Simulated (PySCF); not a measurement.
Species: P2H4.
Geometry (PBE0-D3(BJ)/def2-SVP, Å), atoms numbered from 1 in this order:
```xyz
6
P2H4 angstrom
P      0.4605    0.9395   -0.3264
P     -0.5804   -0.9422    0.3174
H      1.3349    0.9463    0.8053
H      1.4171    0.2409   -1.1280
H     -1.4629   -0.9440   -0.8080
H     -1.5294   -0.2432    1.1274
```

Computed, not measured: PBE0-D3(BJ)/def2-SVP geometry optimisation, gas phase (PySCF 2.14.0).

Masses are those of the commonest isotopes; rigid-rotor values at the optimised geometry. The values belong to one conformer with, in the numbering `[PH2:1][PH2:2]`, H–P1–P2–H 180° and -88°.

(1) What are A, B and C (MHz)?

(2) Classify the top.

(3) Is it planar, by Δ = Ic − Ia − Ib?

(4) Give the other two planar moments, Paa and Pbb, and the rms extents of the mass along the axes.

## Answers

(1) Ia = 7.93, Ib = 87.87, Ic = 88.50 u·Å²; 505379 MHz·u·Å²/I gives A = 63765, B = 5751, C = 5711 MHz.

(2) A near-prolate asymmetric top. Ray's parameter κ = (2B − A − C)/(A − C) = -0.999; −1 is the prolate and +1 the oblate limit.

(3) Not planar: Δ = Ic − Ia − Ib = -7.30 u·Å². For a rigid frame Δ = −2 Σ m c², so Σ m c² = 3.65 u·Å² lies off the ab plane: 3.37 from hydrogen and 0.28 from heavier atoms. The atom farthest from that plane is 0.92 Å away.

(4) Paa = Σ m a² = (Ib + Ic − Ia)/2 = 84.22 and Pbb = Σ m b² = (Ia + Ic − Ib)/2 = 4.27 u·Å². With the mass M = 65.98 u, the rms extents √(P/M) along a, b and c are 1.13, 0.25, 0.24 Å.

The point group C2h allows no dipole (computed: 0.01 D), so a rigid rotor has no electric-dipole lines.

PBE0-D3(BJ)/def2-SVP frequencies: not computed here. Constants of a rigid frame at the computed geometry: no zero-point averaging, no centrifugal distortion.
